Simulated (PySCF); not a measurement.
Species: C₄H₆NS (charge +1).
Bonds: C1–N2, N2–C3 (aromatic), C3–C4 (aromatic), C4–S5 (aromatic), S5–C6 (aromatic), N2–C6 (aromatic). Hydrogens: H7, H8, H9 on C1; H10 on C3; H11 on C4; H12 on C6.

The same species was optimised twice, with GFN2-xTB and with PBE0-D3(BJ)/def2-SVP (PySCF), and the same property calculations (PySCF, gas phase) were run on both structures.

```tsv
coordinate	GFN2-xTB	PBE0-D3(BJ)/def2-SVP	change
C1–N2 (Å)	1.441	1.463	+0.022
N2–C3 (Å)	1.362	1.377	+0.015
C3–C4 (Å)	1.354	1.359	+0.005
N2–C6 (Å)	1.321	1.325	+0.004
S5–C6 (Å)	1.687	1.684	-0.003
C4–S5 (Å)	1.716	1.717	+0.001
C4–S5–C6 (°)	89.8	90.8	+1.0
N2–C6–S5 (°)	113.4	112.6	-0.8
C3–N2–C6 (°)	112.9	113.5	+0.6
N2–C3–C4 (°)	112.9	112.3	-0.6
C1–N2–C6 (°)	124.5	123.9	-0.6
C3–C4–S5 (°)	111.0	110.8	-0.2
C1–N2–C3 (°)	122.6	122.6	0.0
```

Rotational constants: A = 7309, B = 2564, C = 1921 MHz (GFN2-xTB) against A = 7179, B = 2555, C = 1908 MHz (PBE0-D3(BJ)/def2-SVP). Point groups within 0.08 Å: Cs and Cs.

On the GFN2-xTB structure: lowest singlet, TDDFT (eV) 5.69 [CAM-B3LYP/def2-SVPD]; lowest triplet, Tamm–Dancoff (eV) 3.93 [CAM-B3LYP/def2-SVPD]; isotropic polarisability (au) 62.6 [CAM-B3LYP/def2-SVPD]; HOMO (eV) -14.29 [CAM-B3LYP/def2-SVPD]; LUMO (eV) -5.51 [CAM-B3LYP/def2-SVPD]; HOMO (eV) -13.09 [PBE0/pcSseg-1]; LUMO (eV) -6.67 [PBE0/pcSseg-1]; GIAO shielding of C1 (ppm) 145.2 [PBE0/pcSseg-1]; GIAO shielding of N2 (ppm) 30.2 [PBE0/pcSseg-1]; GIAO shielding of C3 (ppm) 44.0 [PBE0/pcSseg-1]; GIAO shielding of C4 (ppm) 46.3 [PBE0/pcSseg-1]; GIAO shielding of S5 (ppm) 206.5 [PBE0/pcSseg-1]; GIAO shielding of C6 (ppm) 21.1 [PBE0/pcSseg-1].

What do these properties become on the PBE0-D3(BJ)/def2-SVP structure?

```
                                    property                level  on GFN2-xTB  on PBE0-D3(BJ)/def2-SVP  change
                  lowest singlet, TDDFT (eV)  CAM-B3LYP/def2-SVPD         5.69                     5.71   +0.02
           lowest triplet, Tamm–Dancoff (eV)  CAM-B3LYP/def2-SVPD         3.93                     3.97   +0.04
               isotropic polarisability (au)  CAM-B3LYP/def2-SVPD         62.6                     63.3    +0.7
                                   HOMO (eV)  CAM-B3LYP/def2-SVPD       -14.29                   -14.28   +0.01
                                   LUMO (eV)  CAM-B3LYP/def2-SVPD        -5.51                    -5.47   +0.04
energy, GFN2-xTB geometry as zero (kcal/mol)  CAM-B3LYP/def2-SVPD          0.0                     -0.7    -0.7
                                   HOMO (eV)        PBE0/pcSseg-1       -13.09                   -13.08   +0.01
                                   LUMO (eV)        PBE0/pcSseg-1        -6.67                    -6.64   +0.03
energy, GFN2-xTB geometry as zero (kcal/mol)        PBE0/pcSseg-1          0.0                     -0.5    -0.5
                  GIAO shielding of C1 (ppm)        PBE0/pcSseg-1        145.2                    140.9    -4.3
                  GIAO shielding of N2 (ppm)        PBE0/pcSseg-1         30.2                     24.8    -5.4
                  GIAO shielding of C3 (ppm)        PBE0/pcSseg-1         44.0                     41.5    -2.5
                  GIAO shielding of C4 (ppm)        PBE0/pcSseg-1         46.3                     45.7    -0.6
                  GIAO shielding of S5 (ppm)        PBE0/pcSseg-1        206.5                    204.0    -2.5
                  GIAO shielding of C6 (ppm)        PBE0/pcSseg-1         21.1                     20.9    -0.2
```

The heavy atoms differ by 0.012 Å rms after alignment. Among bonds between heavy atoms C1–N2 changes most (+0.022 Å). Changes are differences of the printed values. Neither structure is proved a minimum here. Geometry: PBE0-D3(BJ)/def2-SVP; no solvent, vibrations or thermal averaging.
